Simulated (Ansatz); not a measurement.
in.yaml

```yaml
crystal:
  periodic: [false, false, false]
  atoms:
    - {symbol: As, position_ang: [0.000000, 0.000000, 0.000000]}
    - {symbol: Li, position_ang: [0.000000, 0.000000, 3.940000]}
basis:
  gaussian: {orbitals: cc-pVDZ}
magnetization: {spin_polarized: true, initial_magnetization: 2}
correlation: {method: ccsdt_q, electrons: outside_noble_gas}
```

```sh
$ ansatz run in.yaml --threads 1 --pin off --events-out ev --progress --plain --max-ram 2393MiB
```

Log:

```
747 factors; integrals over basis functions are off by at most 1.8e-7 eV
mean field evaluation 1: about -60995.7128 eV, gradient 5.7e0 eV
mean field evaluation 2: about -60995.7159 eV, gradient 5.7e0 eV
mean field evaluation 4: about -60996.5493 eV, gradient 1.9e0 eV
mean field evaluation 8: about -60997.0401 eV, gradient 6.0e-1 eV
mean field evaluation 16: about -60997.0734 eV, gradient 4.4e-5 eV
mean field evaluation 32: about -60995.7128 eV, gradient 5.7e0 eV
mean field evaluation 64: about -60996.2730 eV, gradient 1.3e-4 eV
mean field evaluation 96: about -60996.2725 eV, gradient 1.6e-1 eV
mean field evaluation 128: about -60996.0243 eV, gradient 5.7e-1 eV
mean field evaluation 160: about -60989.7663 eV, gradient 9.9e0 eV
...
mean field -60997.07343406 eV, -2241.6011034004 hartree, gradient 2.1e-6 eV, S^2 2.907396; 18 other end points of the search recorded, 0 dependent functions left out
determinant -60997.07343406 eV, -2241.6011034004 hartree, with singles and doubles -60999.07272364 eV, -2241.6745759373 hartree
determinant -60996.27298518 eV, -2241.5716874465 hartree, with singles and doubles -60998.51029259 eV, -2241.6539069773 hartree
determinant -60996.02728171 eV, -2241.5626580105 hartree, with singles and doubles -60998.07294309 eV, -2241.6378346796 hartree
determinant -60995.44038911 eV, -2241.5410901055 hartree, with singles and doubles -60997.77186873 eV, -2241.6267704010 hartree
determinant -60995.29972420 eV, -2241.5359207654 hartree, with singles and doubles -60997.48864911 eV, -2241.6163622718 hartree
determinant -60995.12179253 eV, -2241.5293818971 hartree, with singles and doubles -60997.57772772 eV, -2241.6196358504 hartree
determinant -60994.70829959 eV, -2241.5141863117 hartree, with singles and doubles -60997.01967923 eV, -2241.5991279469 hartree
determinant -60994.56968684 eV, -2241.5090923873 hartree, with singles and doubles -60996.90197407 eV, -2241.5948023621 hartree
determinant -60994.31578574 eV, -2241.4997616938 hartree, with singles and doubles -60996.77190869 eV, -2241.5900225475 hartree
determinant -60994.30399204 eV, -2241.4993282833 hartree, with singles and doubles -60996.33148378 eV, -2241.5738372304 hartree
determinant -60995.96308439 eV, -2241.5602988027 hartree, with singles and doubles -60998.87093409 eV, -2241.6671603080 hartree
15 core orbitals not correlated: weight in the atoms' cores, before any rotation towards them, 1.000 or more for the frozen orbitals, at most 0.000 for the correlated occupied ones
reference -60997.07343406 eV, -2241.6011034004 hartree; 4, 2 occupied and 22, 24 virtual orbitals, 747 factors
second order -1.56385933 eV of doubles, -0.00000000 eV of singles
...
cycle  33  -2.08923883 eV  change    4.0e-8 eV  update   3.2e-7
cycle  34  -2.08923882 eV  change    9.0e-9 eV  update   3.2e-7
cycle   1  -2.08923873 eV  update   3.1e-7
cycle   2  -2.08923862 eV  change    1.1e-7 eV  update   2.9e-7
cycle   3  -2.08923841 eV  change    2.0e-7 eV  update   3.3e-7
cycle   4  -2.08923810 eV  change    3.1e-7 eV  update   3.2e-7
cycle   5  -2.08923781 eV  change    2.9e-7 eV  update   2.2e-7
cycle   6  -2.08923753 eV  change    2.8e-7 eV  update   2.0e-7
cycle   7  -2.08923728 eV  change    2.5e-7 eV  update   1.5e-7
cycle   8  -2.08923704 eV  change    2.4e-7 eV  update   1.2e-7
perturbative correction -0.00471615 eV, -0.0001733151 hartree
Total energy: -60999.16738725 eV, -2241.6780547606 hartree
```

The determinant's ⟨S²⟩ is 2.91 against 2.00 for a pure state. The T1 diagnostic is 0.072.

Ran on 1 thread of Arm Neoverse V1, shared host: 19 s wall, 0.16 GiB peak host memory.
